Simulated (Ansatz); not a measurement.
# Property card for SrSn2As2

All numbers below come from Ansatz, DFT PBEsol, scalar-relativistic, plane waves, PAW.

Settings: cutoff 420 eV, Γ-centred mesh 12×12×12 on the computed 5-atom cell, Gaussian smearing of 0.01 eV; no spin polarisation.

The structure is relaxed at this level of theory with its symmetry kept. Whether it is the stable form of this composition wasn't checked.

```cif
data_structure
_symmetry_space_group_name_H-M 'P 1'
_symmetry_Int_Tables_number 1
_cell_length_a 9.1445
_cell_length_b 9.1445
_cell_length_c 9.1445
_cell_angle_alpha 26.641
_cell_angle_beta 26.641
_cell_angle_gamma 26.641
_cell_volume 135.55
loop_
_atom_site_label
_atom_site_type_symbol
_atom_site_fract_x
_atom_site_fract_y
_atom_site_fract_z
_atom_site_occupancy
Sr1 Sr 0.00000 0.00000 0.00000 1
Sn1 Sn 0.20847 0.20847 0.20847 1
Sn2 Sn 0.79153 0.79153 0.79153 1
As1 As 0.40697 0.40697 0.40697 1
As2 As 0.59303 0.59303 0.59303 1
```

Task: Formation energy from the elements' standard states (uncorrected)?

Result: -0.558 eV/atom.

Task: Density of states at the Fermi level?

Result: 0.03 states/eV per cell (so small that it hangs on the mesh: a semimetal, or crossings between mesh points).

Task: Löwdin character within 0.5 eV of the Fermi level?

Result: Sn 5p 33 %, As 4p 28 %, Sn 5s 15 %, As 4s 8 %, unprojected 11 %.

Task: Bader charges (e)?

Result: Sr (1 in the cell) 1.32, Sn (2 in the cell) 0.46, As (2 in the cell) -1.12.

The smearing is narrow for a metal on this mesh.

Cost: 1 run of about 5.1 core-minutes, on Arm Neoverse V2 (shared hosts).